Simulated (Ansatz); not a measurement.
# AlP₂H (triplet): the correlation ladder, cc-pVDZ

An exercise on one series of results from a longer session: the logs are not shown, and one member is left open.

Program: Ansatz 0.2.0, Gaussian basis. Level of theory: cc-pVDZ, core rule «outside noble gas», up to 15 orbitals frozen. These are calculated values, not measurements.

The runs, in order: UHF; CCSD(T) on ROHF; CCSD(T) on UHF; BCCD(T) on ROHF; CISD; CCSDT(Q) on ROHF; CCSDT(Q) on UHF; CASSCF and MRCISD+Q, 10 electrons in 11 orbitals; CASSCF and NEVPT2, 10 electrons in 11 orbitals.

28 further runs of the same task are left out: 4 for a known fault of the program, 7 that didn't finish, 17 set aside as unsound or not needed.

## What is computed

The geometry is a PBE0/def2-TZVP stationary point (not a proven minimum).

4 atoms, charge 0, spin multiplicity 3.

Atoms are counted from 1 here; the program's logs count them from 0.

Bond lengths: Al1–P2 2.256 Å, Al1–P3 2.256 Å, Al1–H4 1.569 Å, P2–P3 2.130 Å. Angles: P2–Al1–P3 56.3°, P2–Al1–H4 151.8°, P3–Al1–H4 151.8°, Al1–P2–P3 61.8°, Al1–P3–P2 61.8°.

The first run:

File in.yaml:

```yaml
crystal:
  periodic: [false, false, false]
  atoms:
    - {symbol: Al, position_ang: [0.000000, 0.000000, 1.352626]}
    - {symbol: P, position_ang: [0.000000, 1.064756, -0.636684]}
    - {symbol: P, position_ang: [0.000000, -1.064755, -0.636684]}
    - {symbol: H, position_ang: [0.000000, 0.000000, 2.921863]}
basis:
  gaussian: {orbitals: cc-pVDZ}
magnetization: {spin_polarized: true, initial_magnetization: 2}
hamiltonian: {xc: hf}
output: {orbitals: {seedname: orbitals}}
```

Command:

```bash
ansatz run in.yaml --threads 1 --pin off --events-out ev --progress --plain --max-ram 2393MiB
```

Among the steps run: UHF; CCSD(T) on ROHF; CCSD(T) on UHF; BCCD(T) on ROHF; CISD; CCSDT(Q) on ROHF; CCSDT(Q) on UHF; CASSCF and MRCISD+Q, 10 electrons in 11 orbitals; CASSCF and NEVPT2, 10 electrons in 11 orbitals.

One of the session's tables, all rows but one given; the rest of the session is left out.

```
          method  from UCCSDT(Q) (kcal/mol)
            ROHF                    +204.61
             UHF                    +196.83
            RMP2                     +27.08
            UMP2                     +31.93
            CISD                     +33.70
           RCCSD                     +11.53
           UCCSD                     +10.97
        RCCSD(T)                      +1.68
        UCCSD(T)                      +1.80
         BCCD(T)                      +1.68
          RCCSDT                      +1.03
          UCCSDT                      +0.92
       RCCSDT(Q)                      +0.05
       UCCSDT(Q)                          0
  CASSCF valence                    +150.26
  NEVPT2 valence                     +26.79
  MRCISD valence                     +18.22
MRCISD+Q valence                          ?
```

Estimate the missing values for MRCISD+Q valence.

**Answer.** from UCCSDT(Q) (kcal/mol): +2.24. In the column «from UCCSDT(Q) (kcal/mol)» it lies between UCCSD(T) (+1.80) and UCCSD (+10.97).

With the free atoms at the same levels and basis (separate runs), the atomisation energy is 6.818 eV at UCCSDT(Q), 6.775 eV at RCCSD(T), 6.768 eV at UCCSD(T), 3.845 eV at ROHF.

To keep in mind: Restricted and unrestricted rows rest on different reference determinants; where their highest levels disagree by more than a few hundredths of an eV, they describe different states and don't form one ladder.
